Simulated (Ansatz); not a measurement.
For fcc Ca, rVV10 (PAW; Ansatz, an electronic-structure program) gives:

| Quantity | Result |
|---|---|
| equilibrium lattice constant a | 5.458 Å |
| bulk modulus B0 | 18.4 GPa |
| cohesive energy | 1.99 eV/atom |

Task: What does HSE06 (PAW; Ansatz) give for the same quantities?

Result: 
- lattice constant a: 5.591 Å (grows by 2.4 %)
- bulk modulus: 17.3 GPa (falls by 6.0 %)
- cohesive energy: 1.81 eV/atom (falls by 0.18 eV/atom)

For comparison: lattice constant a 5.553 Å (measured, low-temperature or extrapolated to 0 K; zero-point anharmonic expansion removed; as tabulated in Csonka et al. (2009), arXiv:0903.4037); bulk modulus 18.6 GPa (measured, corrected for temperature and zero-point phonon effects, our sources range from 15.9 to 18.7; as tabulated in Levämäki et al. (2014), arXiv:1402.3671); cohesive energy 1.86 eV/atom (measured, finite-temperature (and zero-point) corrections as in the cited sets; as tabulated in Jana et al. (2018), arXiv:1807.00350).

Changes are worked out from the printed values.

Unless a cell is named, each level is at its own relaxed cell (rVV10 40.64, HSE06 43.69 Å³/atom).

Ansatz's density-functional and Hartree–Fock values are scalar-relativistic unless marked +SOC, with PAW data made under PBE.
